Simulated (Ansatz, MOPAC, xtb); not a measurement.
Barrier height from H + C2H4 (SMILES C=C) to the transition structure C2H5, without zero-point energy, on the benchmark's geometries as Psi4's copy of the set gives them.
Transition structure (charge 0, multiplicity 2, Z-matrix in Å and degrees):
```
C
C 1 1.3446
H 2 1.0809 1 121.40
H 2 1.0809 3 117.15 1 177.22
H 1 1.0809 2 121.25 3 -6.58
H 1 1.0809 5 116.76 2 170.17
H 1 1.9805 5 85.65 6 82.92
```
Reactant (charge 0, multiplicity 1):
```xyz
6

C      0.00000     0.00000     0.66559
C      0.00000     0.00000    -0.66559
H      0.00000     0.92149     1.23167
H      0.00000    -0.92149     1.23167
H      0.00000     0.92149    -1.23167
H      0.00000    -0.92149    -1.23167
```

Open shells are unrestricted; no spin–orbit coupling.

The state that PM3, PM7 reach isn't checked; PM7 holds dispersion and hydrogen-bond terms.

Codes used: Ansatz (a first-principles code) with Gaussian orbitals; MOPAC for PM3, PM7 (differences of heats of formation); xtb for the GFN methods.  The GFN methods have no spin term and hold the electronic entropy of 300 K.

Question: One of these levels gives -5.50 kcal/mol for the barrier height. Name it.
A) PM7
B) PM3
C) GFN2-xTB
D) B3LYP/def2-TZVPPD

Answer: B, PM3. The others give -0.67 (PM7), -7.24 (GFN2-xTB), -0.21 (B3LYP/def2-TZVPPD)
